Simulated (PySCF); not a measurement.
**Broadened absorption spectrum of CH3CH2CH2CHF2**

Compound: CH3CH2CH2CHF2, C4H8F2.
SMILES: `C(CC)C(F)F`

Computed, not measured: TDDFT wB97X-D/def2-SVPD, vertical, gas phase, core orbitals frozen in the response in PySCF 2.14.0, density-fitted response routines. Geometry: PBE0-D3(BJ)/def2-SVP, one conformer, isolated molecule. Torsions of this conformer, `[CH3:1][CH2:2][CH2:3][CH:4]([F:5])[F:6]`: C1–C2–C3–C4 -177°, C2–C3–C4–F5 61°.

Computed states:

```tsv
state	E (eV)	f
S1	9.41	0.0050
S2	9.55	0.025
S3	9.81	0.021
S4	10.00	0.038
S5	10.20	0.090
S6	10.27	0.046
S7	10.38	0.064
S8	10.55	0.029
S9	10.57	0.118
S10	10.72	0.032
```

Each state is given a Gaussian of 0.3 eV full width at half maximum, with ε(max) = 2.175×10⁸ f / Δν̃ (Δν̃ the width in cm⁻¹). The width is an assumption, not a result. The curve ends short of the highest state used, and states not computed would add to its high-energy end.

(1) What does the envelope look like, and where are its maxima?

(2) Coming from long wavelengths, where does ε first pass 100 L mol⁻¹ cm⁻¹?

Answers

(1) 
(E (eV), ε (L mol⁻¹ cm⁻¹)): (8.96, 1), (9.00, 3), (9.04, 7), (9.08, 18), (9.12, 42), (9.16, 88), (9.20, 171), (9.24, 310), (9.28, 521), (9.32, 817), (9.36, 1194), (9.40, 1626), (9.44, 2059), (9.48, 2426), (9.52, 2669), (9.56, 2766), (9.60, 2747), (9.64, 2685), (9.68, 2665), (9.72, 2749), (9.76, 2960), (9.80, 3294), (9.84, 3737), (9.88, 4292), (9.92, 4983), (9.96, 5856), (10.00, 6968), (10.04, 8360), (10.08, 10012), (10.12, 11805)

Maxima: 130 nm (9.57 eV), ε about 2800, made up of S2 (80%) and S3 (13%) (hardly more than a shoulder) (ε in L mol⁻¹ cm⁻¹; maxima over ε = 5, shares over 10%). At its high-energy end, 10.12 eV, the curve is still rising (ε about 12000, from S4, S5 and S6).

(2) At about 135 nm (9.17 eV), 0.24 eV below S1.

All these states lie below the vertical ionisation energy of 11.74 eV (ΔSCF).
